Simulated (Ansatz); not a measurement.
[OH···H···BH2], doublet: reading a ladder of total energies

Geometry: a point of a hydrogen-transfer path between rigid fragments, not a stationary point.

```yaml
atoms:
  - { symbol: O, position_ang: [-1.2056, -0.0303, 0.0000] }
  - { symbol: H, position_ang: [-1.4549, 0.8963, 0.0000] }
  - { symbol: H, position_ang: [-0.0686, -0.0303, 0.0000] }
  - { symbol: B, position_ang: [1.5434, -0.0303, 0.0000] }
  - { symbol: H, position_ang: [2.0525, -0.0303, 1.0770] }
  - { symbol: H, position_ang: [2.0525, -0.0303, -1.0770] }
```

Basis cc-pVDZ; Ansatz 0.2.0. Only valence electrons are correlated (noble-gas cores frozen), which leaves 13 electrons in 46 orbitals. Prefix R: restricted or restricted open-shell reference; prefix U: unrestricted.

Full CI isn't at hand for all of this; UCCSDT(Q) serves as the reference, and is uncertain by about the last step of the cluster series.

Runs differ by some tens of microhartree through their thresholds and, for an open shell, their frozen cores, so steps under 0.03 kcal/mol mean nothing.

| level | total energy (hartree) |
| --- | --- |
| UHF | -101.748959 |
| UMP2 | -102.028801 |
| UCCSD | -102.059094 |
| UCCSD(T) | -102.064938 |
| UCCSDT | -102.065663 |
| UCCSDT(Q) | -102.066352 |

Q: What is the correlation energy at UCCSDT(Q), and what share of it do UMP2 and UCCSDT recover?

A: E(corr) = -102.066352 − (-101.748959) = -0.317393 hartree = -8.637 eV. UMP2: -0.279842 / -0.317393 = 88.17 %. UCCSDT: -0.316704 / -0.317393 = 99.78 %.

Q: By how many kcal/mol does UCCSD(T) miss UCCSDT(Q) (1 hartree = 627.509 kcal/mol), and which steps make up the rest?

A: -102.064938 − (-102.066352) = 0.001414 hartree = 0.89 kcal/mol. Steps: UCCSDT − UCCSD(T) = -0.45, UCCSDT(Q) − UCCSDT = -0.43 kcal/mol. Differences between like states or geometries often cancel part of this.
